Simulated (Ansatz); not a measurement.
Reaction: C2H3ClF2 (SMILES CC(F)(F)Cl) → CH3 (SMILES [CH3], doublet) + CClF2 (SMILES Cl[C](F)F, doublet) (the C-C bond breaks)
Each species at its own B3LYP-D3(BJ)/def2-TZVP minimum (Ansatz, an electronic-structure program).

Total energies in hartree (Ansatz). Radicals and triplets start from unrestricted determinants; spin-orbit coupling is neglected. Cores are frozen in correlated methods. No relativity.

```csv
species,HF/cc-pV(T+d)Z,CCSD(T)/cc-pV(T+d)Z,HF/cc-pV(Q+d)Z,CCSD(T)/cc-pV(Q+d)Z,CCSD(T)/cc-pV(D+d)Z,CCSDT(Q)/cc-pV(D+d)Z
"1: C2H3ClF2 (1-chloro-1,1-difluoroethane, SMILES C(C)(F)(F)Cl)",-735.99068,-737.08825,-736.01561,-737.19942,-736.72749,-736.73004
"2: CH3 (SMILES [CH3], doublet)",-39.57748,-39.76098,-39.58026,-39.77245,-39.71583,-39.71634
"3: CClF2 (SMILES F[C](F)Cl, doublet)",-696.29746,-697.16643,-696.32047,-697.26444,-696.85412,-696.85643
```

Task: Work out the bond dissociation energy (electronic) in kcal/mol: take Hartree-Fock from cc-pV(Q+d)Z, extrapolate the CCSD(T) correlation energy as X^-3 (X = 3, 4), and add CCSDT(Q) - CCSD(T) in cc-pV(D+d)Z. 1 hartree = 627.51 kcal/mol.

Result: 
Species 1: correlation (64·(-1.18381) - 27·(-1.09757))/37 = -1.24674; step -0.00255; E1 = -736.01561 + (-1.24674) + (-0.00255) = -737.26490
Species 2: correlation (64·(-0.19219) - 27·(-0.18350))/37 = -0.19853; step -0.00051; E2 = -39.58026 + (-0.19853) + (-0.00051) = -39.77930
Species 3: correlation (64·(-0.94397) - 27·(-0.86897))/37 = -0.99870; step -0.00231; E3 = -696.32047 + (-0.99870) + (-0.00231) = -697.32148
-1·E1 +1·E2 +1·E3 = 0.16412 hartree = 103.0 kcal/mol.
